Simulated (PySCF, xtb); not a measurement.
HN, SMILES [NH], multiplicity 3.

Harmonic wavenumbers (cm⁻¹) from GFN2-xTB run with xtb at its own minimum, in rising order: 3277.

Task: What does PBE0-D3(BJ)/def2-TZVPD in PySCF give at its own minimum? (An estimate is asked for; the answer gives what the named calculation found.)

Result: 3305. Paired by order, the mean absolute difference is 28 cm⁻¹ and the zero-point energies are 4.7 and 4.7 kcal/mol.
